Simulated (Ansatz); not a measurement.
# Si2H4 (triplet): wave-function methods side by side at distance Si1–H5 along a hydrogen transfer = 1.550 Å, cc-pVDZ

An exercise on one series of results from a longer session: the logs are not shown, and one member is left open.

The runs use Ansatz 0.2.0, Gaussian basis; cc-pVDZ, core rule «outside noble gas», up to 10 orbitals frozen.

The runs, in order: UHF; CCSD(T) on ROHF; CCSD(T) on UHF; BCCD(T) on ROHF; CISD; CCSDT(Q) on ROHF; CCSDT(Q) on UHF; CASSCF and MRCISD+Q, 4 electrons in 4 orbitals; CASSCF and NEVPT2, 4 electrons in 4 orbitals.

7 further runs of the same task are left out: 2 for a mislabelled method, 3 that didn't finish, 2 set aside as unsound or not needed.

### The system

The geometry derives from fragments relaxed apart (PBE0/def2-TZVP) and kept rigid, so it is no stationary point. A hydrogen atom is moved between rigid fragments.

6 atoms, charge 0, spin multiplicity 3.

Atoms are counted from 1 here; the program's logs count them from 0.

Bond lengths: Si1–H2 1.485 Å, Si1–H3 1.485 Å, Si1–H4 1.485 Å, Si1–H5 1.550 Å. Angles: H2–Si1–H3 109.5°, H2–Si1–H4 109.5°, H2–Si1–H5 109.5°, H3–Si1–H4 109.5°, H3–Si1–H5 109.5°, H4–Si1–H5 109.5°.

The first run:

in.yaml

```yaml
crystal:
  periodic: [false, false, false]
  atoms:
    - {symbol: Si, position_ang: [-1.577449, 0.000000, 0.000000]}
    - {symbol: H, position_ang: [-2.072321, 1.399708, 0.000000]}
    - {symbol: H, position_ang: [-2.072321, -0.699854, 1.212183]}
    - {symbol: H, position_ang: [-2.072321, -0.699854, -1.212182]}
    - {symbol: H, position_ang: [-0.027449, 0.000000, 0.000000]}
    - {symbol: Si, position_ang: [1.801551, 0.000000, 0.000000]}
basis:
  gaussian: {orbitals: cc-pVDZ}
magnetization: {spin_polarized: true, initial_magnetization: 2}
hamiltonian: {xc: hf}
output: {orbitals: {seedname: orbitals}}
```

Command:

```
> ansatz run in.yaml --threads 1 --pin off --events-out ev --progress --plain --max-ram 2393MiB
```

Steps of the session up to this table: UHF; CCSD(T) on ROHF; CCSD(T) on UHF; BCCD(T) on ROHF; CISD; CCSDT(Q) on ROHF; CCSDT(Q) on UHF; CASSCF and MRCISD+Q, 4 electrons in 4 orbitals; CASSCF and NEVPT2, 4 electrons in 4 orbitals.

One of the session's tables, all rows but one given; the rest of the session is left out.

| method | from UCCSDT(Q) (meV) |
| --- | --- |
| ROHF | +6214.3 |
| UHF | +6086.7 |
| RMP2 | +1471.3 |
| UMP2 | +1481.1 |
| CISD | +703.9 |
| RCCSD | +169.4 |
| UCCSD | ? |
| RCCSD(T) | +37.4 |
| UCCSD(T) | +36.9 |
| BCCD(T) | +36.7 |
| RCCSDT | +5.1 |
| UCCSDT | +4.9 |
| RCCSDT(Q) | +0.3 |
| UCCSDT(Q) | 0 |
| CASSCF pair | +5843.8 |
| NEVPT2 pair | +1450.9 |
| MRCISD pair | +661.0 |
| MRCISD+Q pair | +72.1 |

Q: Estimate the row for UCCSD from the others.

The run gave: from UCCSDT(Q) (meV): +166.6. In the column «from UCCSDT(Q) (meV)» it lies between MRCISD+Q pair (+72.1) and RCCSD (+169.4).

Caveats from the session: Restricted and unrestricted rows rest on different reference determinants; where their highest levels disagree by more than a few hundredths of an eV, they describe different states and don't form one ladder.
